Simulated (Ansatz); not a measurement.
bcc Fe was calculated with PBE in Ansatz (plane waves, PAW).

Run with plane-wave cutoff 520 eV, 32×32×32 k mesh, Fermi–Dirac smearing 0.043 eV (set by the program), spin-polarised with parallel moments, scalar-relativistic PAW data made under PBE.

Cell (relaxed at this level):

Space group Im-3m (No. 229); a = b = c = 2.831 Å, α = β = γ = 90.00°

```
atom  site  symmetry       x       y       z
----  ----  --------  ------  ------  ------
Fe      2a      m-3m  0.0000  0.0000  0.0000
```
(The calculation used a cell of 1 atom; values per cell refer to that cell.)

Q: Estimate the Voigt–Reuss–Hill bulk modulus, elastic constant C44, Young modulus, elastic constant C12 and elastic constant C11 that the calculation returns.

A: 
- Voigt–Reuss–Hill bulk modulus = 190 GPa
- elastic constant C44 = 106 GPa
- Young modulus = 226 GPa
- elastic constant C12 = 147 GPa
- elastic constant C11 = 275 GPa

Measured, for comparison: elastic constant C44 122 GPa (4 K, zero-point motion not removed; as tabulated in Sha and Cohen (2006), arXiv:cond-mat/0612308); elastic constant C12 138 GPa (4 K, zero-point motion not removed, our sources range from 134 to 138; as tabulated in Sha and Cohen (2006), arXiv:cond-mat/0612308); elastic constant C11 243 GPa (4 K, zero-point motion not removed, our sources range from 236 to 243; as tabulated in Sha and Cohen (2006), arXiv:cond-mat/0612308). Computed (rounded) less measured: elastic constant C44 -13 %, elastic constant C12 +7 % (+7 % to +10 % over the range), elastic constant C11 +13 % (+13 % to +17 % over the range).

Elastic constants are with the ions relaxed.

It cost very roughly 8 core-minutes of CPU time.

Ansatz is an electronic-structure program.
